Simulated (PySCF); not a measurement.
How the functional moves excitation energies

Species: phosphorus pentafluoride, PF₅.
SMILES: `FP(F)(F)(F)F`

Linear-response calculations in the def2-SVPD basis (PySCF; singlets by full response, triplets Tamm–Dancoff, core orbitals frozen in the response; HF means time-dependent Hartree–Fock). 'Strongest' is the level of largest summed f among the singlets computed (10 roots, of which the last may lack a degenerate partner); it can jump between rows when another state enters that window. S1 is the lowest singlet of each run and needn't be the same state throughout; f(S1) is that of one state. Geometry: PBE0-D3(BJ)/def2-SVP; no solvent, vibrations or thermal averaging.

| functional | kind | S1 (eV) | f(S1) | strongest (eV) | T1 (eV) | HOMO (eV) | gap (eV) | ionisation energy, ΔSCF (eV) |
| --- | --- | --- | --- | --- | --- | --- | --- | --- |
| LDA | LDA | 8.56 | 0.000 | 9.74 | 8.29 | -10.38 | 8.41 | 14.28 |
| PBE | GGA | 8.54 | 0.000 | 9.71 | 8.26 | -10.13 | 8.41 | 13.97 |
| PBE0 | global hybrid, 25% exact exchange | 9.97 | 0.000 | 11.16 | 9.56 | -12.39 | 11.76 | 15.01 |
| HF | Hartree–Fock | 13.34 | 0.000 | 15.28 | 12.59 | -18.29 | 20.39 | not settled |

Problem. What does B3LYP (global hybrid, 20% exact exchange) give?

Solution. S1 (eV) 9.64, f(S1) 0.000, strongest (eV) 10.84, T1 (eV) 9.26, HOMO (eV) -12.05, gap (eV) 11.03, ionisation energy, ΔSCF (eV) 14.92. S1 runs from 8.54 eV (PBE) to 13.34 eV (HF), a spread of 4.80 eV, while the orbital gap spreads over 12.0 eV. Along PBE (0%), B3LYP (20%), PBE0 (25%), HF (100%) S1 rises with the share of exact exchange. −ε(HOMO) comes closest to its own ΔSCF ionisation energy with PBE0 (-2.62 eV) and misses most with LDA (-3.89 eV). 'Not settled' means that the ion's SCF failed to converge or may have ended in another state than the lowest.
